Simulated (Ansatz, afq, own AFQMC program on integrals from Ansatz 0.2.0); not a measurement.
Mg₂, singlet: AFQMC among the cluster methods

```xyz
2

Mg    0.0000    0.0000    0.0000
Mg    0.0000    0.0000    2.7658
```

Basis cc-pVDZ. Only valence electrons are correlated. Ansatz 0.2.0 and our own AFQMC program on the same integrals; the CISD trial comes from CCSD amplitudes, and released means the phaseless constraint is let go. Free AFQMC starts from the CCSD state and is never constrained. Its projection time is finite, and what remains of the start isn't in its error. Uncertainties: one standard error, sampling alone.

Determinant: RHF, the one that the program's search chose, which needn't be the lowest solution. The geometry is a PBE0/def2-TZVP stationary point of this or a neighbouring charge and spin state.

Full CI on the same integrals is exact in this basis and with this determinant's frozen core.

Cautions: restricted determinant unstable towards unrestricted (UHF 133 meV lower, ⟨S²⟩ 0.56).

The T1 diagnostic is 0.0196 and the weight of the determinant in the CISD state is 0.857. The size of the correlated space is 4 electrons in 26 orbitals.

```json
{"level": "MP2", "correlation energy (eV)": "-1.4105"}
{"level": "CCSD", "correlation energy (eV)": "-2.0130"}
{"level": "CCSD(T)", "correlation energy (eV)": "-2.0723"}
```

Estimate where full CI lies against CCSD(T) on the same integrals.

0.55 kcal/mol below CCSD(T).

Reference: full CI, correlation energy -2.096 eV. The released energy is read at 2.40 1/Eh (meV from the phaseless value at times in 1/Eh: -6 ± 3 at 0.24, -10 ± 3 at 0.51, -10 ± 3 at 0.99, -15 ± 3 at 1.62, -14 ± 3 at 2.40).

| level | E − E(reference) (kcal/mol) | share of correlation (%) |
| --- | --- | --- |
| CCSD(T) | 0.55 | 98.87 |
| CCSDT | 0.13 | 99.72 |
| CCSDT(Q) | 0.04 | 99.92 |
| ph-AFQMC/CISD | 0.46 ± 0.06 | 99.05 |
| released AFQMC | 0.13 ± 0.08 | 99.72 |
| free AFQMC | 0.10 ± 0.09 | 99.80 |

CCSDT and higher add their correlation energy to the determinant of the CCSD(T) run, since their own runs factorise the integrals more tightly (a shift of under 2 meV). Free projections are given only where their last times agree within the noise and don't stop above the reference; a slow remainder of the start can still hide under it. A walk keeps the symmetry of its determinant, which the program's search chose and which needn't be the lowest solution, so a lower state of the same spin and another symmetry isn't excluded. Released energies are given only where the last usable release times agree within the noise; a slower fall can still hide under it.
